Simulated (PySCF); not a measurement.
**Atomic charges by several schemes**

C2H3Si (charge -1).
SMILES with atom numbers: `[CH:1]#[C:2][SiH2-:3]` (hydrogens: H4 on C1; H5, H6 on Si3)

Structure used (PBE0-D3(BJ)/def2-SVP), in Å, numbered top down from 1:
```
atom  x, y, z in Å
C1     1.843   -0.706   -0.616
C2     0.702   -0.583   -0.179
Si3   -0.964   -0.281    0.692
H4     2.837   -0.820   -1.007
H5    -1.688    0.276   -0.557
H6    -1.499   -1.720    0.497
```

Density: PBE0/pcSseg-1 (PySCF); schemes: Mulliken, IAO, Hirshfeld and ESP-fitted. Geometry: PBE0-D3(BJ)/def2-SVP; no solvent, vibrations or thermal averaging. The pcSseg-1 basis has no diffuse functions, a weakness for an anion.

Q: Do the Mulliken, IAO, Hirshfeld and ESP-fitted schemes agree on where the charge is highest?

A: All schemes agree: Mulliken H4 (+0.019); IAO H4 (+0.152); Hirshfeld H4 (+0.040); ESP-fitted H4 (+0.251).

Q: Which atoms carry the lowest charge in the Mulliken, IAO, Hirshfeld and ESP-fitted schemes?

A: The schemes don't all agree: Mulliken C1 (-0.402); IAO C1 (-0.380); Hirshfeld Si3 (-0.261); ESP-fitted Si3 (-0.737).

Q: At which atom do the 4 schemes differ most?

A: At Si3: from -0.737 (ESP-fitted) to -0.050 e (Mulliken), 0.687 e apart.

Q: What partial charge does each atom carry?

A: In e:

```
atom                  environment  Mulliken     IAO  Hirshfeld  ESP-fitted
  C1       terminal alkyne carbon    -0.402  -0.380     -0.242      -0.594
  C2                alkyne carbon    -0.145  -0.245     -0.194      +0.133
 Si3  silicon bonded to C and 2 H    -0.050  -0.198     -0.261      -0.737
  H4              alkyne hydrogen    +0.019  +0.152     +0.040      +0.251
  H5                Si–H hydrogen    -0.211  -0.164     -0.171      -0.026
  H6                Si–H hydrogen    -0.211  -0.164     -0.171      -0.026
```

Mean size of the charges over all atoms: ESP-fitted 0.295 e, IAO 0.217 e, Hirshfeld 0.180 e, Mulliken 0.173 e. Each set sums to the total charge, -1, to within 0.001 e. The ESP scheme fits charges at the nuclei, held to the total charge, to the electrostatic potential on points at 1.4 to 2.0 times the van der Waals radii.

Q: How many electrons does the Mulliken scheme count on Si3?

A: Z − q = 14 − (-0.050) = 14.050.

Q: Sum the charges by element, for elements with more than one atom.

A: 
```tsv
element	atoms	Mulliken	IAO	Hirshfeld	ESP-fitted
C	2	-0.547	-0.625	-0.436	-0.462
H	3	-0.402	-0.176	-0.303	+0.199
```
